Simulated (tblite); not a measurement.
C5H5O (doublet state).
Structure used (GFN2-xTB), in Å, numbered top down from 1:
```xyz
11
C5H5O angstrom
C     -1.1445   -0.6958   -0.8321
C     -0.4320    0.3972   -0.3419
C     -0.7676    1.6589   -0.6418
O     -1.0252    2.7718   -0.8761
C      0.7442    0.3017    0.5394
C      1.2761   -0.8261    0.9890
H     -0.8536   -1.6941   -0.5816
H     -1.9935   -0.5554   -1.4717
H      1.1800    1.2517    0.8202
H      2.1394   -0.8121    1.6308
H      0.8822   -1.7952    0.7400
```

Calculated harmonic vibrations of the isolated species, GFN2-xTB (tblite), most abundant isotopes, no scaling. Against measured fundamentals such values can be off by several per cent, at times by over 20. One conformer, not necessarily the lowest. Open shells enter through the occupations alone, without spin polarisation, and single modes of such species can be off by tens of per cent.

Harmonic wavenumbers (cm⁻¹): 42.7, 124.0, 252.7, 292.2, 377.7, 432.9, 447.6, 583.5, 593.5, 657.3, 811.9, 871.2, 930.7, 999.1, 1043.2, 1231.3, 1303.7, 1347.0, 1404.6, 1434.3, 1666.1, 2183.8, 3055.8, 3119.1, 3144.5, 3152.0, 3199.8.

A = 7574, B = 2483, C = 1870 MHz; mass 81.034 u (most abundant isotopes); point group Cs, symmetry number 1; spin multiplicity 2.

Zero-point energy?

½Σν̃ = 17351 cm⁻¹ = 207.56 kJ/mol.

Entropy at 500 K, 1 bar (ideal gas, RRHO, classical rotation)?

Translation 174.41, rotation 117.81, vibration 115.78, spin (R ln 2) 5.76: S = 413.8 J/(mol K).

And Cp and H(500 K) − H(0)?

Cp = 146.97 J/(mol K), of which vibrations give 113.71 (their classical limit is 27 R = 224.5); H(500 K) − H(0) = 46.60 kJ/mol without the zero-point energy, 29.97 from vibrations.

Blend soft modes into free rotors: weight 1/[1 + (100 cm⁻¹/ν̃)⁴] for the oscillator and the rest for a rotor with moment μB/(μ + B), μ = h/(8π²ν), B = 10⁻⁴⁴ kg m². What vibrational entropy results?

106.80 J/(mol K) in place of 115.78, which changes −T·S at 500 K by +4.49 kJ/mol.

Which modes carry the vibrational entropy at 500 K?

42.7 cm⁻¹: 25.75; 124.0 cm⁻¹: 16.93; 252.7 cm⁻¹: 11.14; 292.2 cm⁻¹: 10.00; 377.7 cm⁻¹: 8.02; 432.9 cm⁻¹: 7.01 J/(mol K); the other 21 give 36.93 together.

What must be added to the electronic energy to get the Gibbs energy at 500 K and 1 bar?

ZPE + [H(500 K) − H(0)] − T·S = 207.56 + 46.60 − 206.88 = 47.28 kJ/mol.

How do the functions run with temperature in this model?

| T (K) | S (J/(mol K)) | Cp (J/(mol K)) | H − H(0) (kJ/mol) | G − H(0) (kJ/mol) | ln q(vib) |
| --- | --- | --- | --- | --- | --- |
| 100 | 263.7 | 55.7 | 4.40 | -21.96 | 1.01 |
| 200 | 310.5 | 82.7 | 11.32 | -50.78 | 2.37 |
| 300 | 348.9 | 107.8 | 20.87 | -83.80 | 3.80 |
| 800 | 491.5 | 183.2 | 96.61 | -296.55 | 10.86 |
| 1000 | 534.1 | 199.1 | 134.92 | -399.21 | 13.40 |

q(vib) and H(0) count from the zero-point level.

Hindered rotation and anharmonicity are outside this model. Other conformers, if any are populated, would add a mixing term that is left out.

On Arm Neoverse V1, one thread, shared host, this took 0.18 s of wall time. This covers the Hessian and the dipole derivatives.
